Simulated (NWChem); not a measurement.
Atomisation of C$_{2}$H$_{5}$O

```xyz
8

C     -0.2454    -1.1785    -0.0430
C     -0.3741     0.3433    -0.0250
O      0.7857     1.0384     0.0970
H     -1.2248    -1.6574    -0.2046
H      0.4385    -1.4977    -0.8449
H      0.1602    -1.5410     0.9149
H     -1.1068     0.6896     0.7439
H     -0.8364     0.7111    -0.9775
```
Charge 0, spin multiplicity 2.

All runs are NWChem calculations. Structure: optimised with UB3LYP/def2-SVP, a minimum by its harmonic frequencies.

Basis set: def2-TZVP. The atomisation energy is electronic alone: no zero-point, thermal, spin-orbit or counterpoise terms. No value is extrapolated to the basis-set limit. Free atoms are single determinants with multiplicities C 3, O 3, H 2. Correlated methods freeze the same cores in atoms and molecule, 3 orbitals in all.

The cost column gives rough processor time relative to B3LYP; each entry includes its own SCF. Costs are the molecule's.

B3LYP has NWChem's definition, with VWN1-RPA local correlation. GW and range-separated runs recompute their integrals, the others keep them in memory, which bears on the times. The structure started from a generated list of species. The stability of the SCF solutions was not checked. Open-shell Hartree-Fock references start from PBE0 orbitals; any time given for them includes that run.

```
method                        atomisation energy (kcal/mol)  relative cost
----------------------------  -----------------------------  -------------
B3LYP                                                 697.6              1
PBE0                                                  700.9        under 3
BHandHLYP                                             677.9        under 3
BLYP                                                  696.3        under 3
PBE                                                   714.4        under 3
HF                                               (withheld)        under 3
MP2                                                   674.3        under 3
LC-wPBE (omega 0.3 per bohr)                     (withheld)             10
```

Some entries are withheld; supply them.


- HF, atomisation energy (kcal/mol): 515.6
- LC-wPBE (omega 0.3 per bohr), atomisation energy (kcal/mol): 705.9
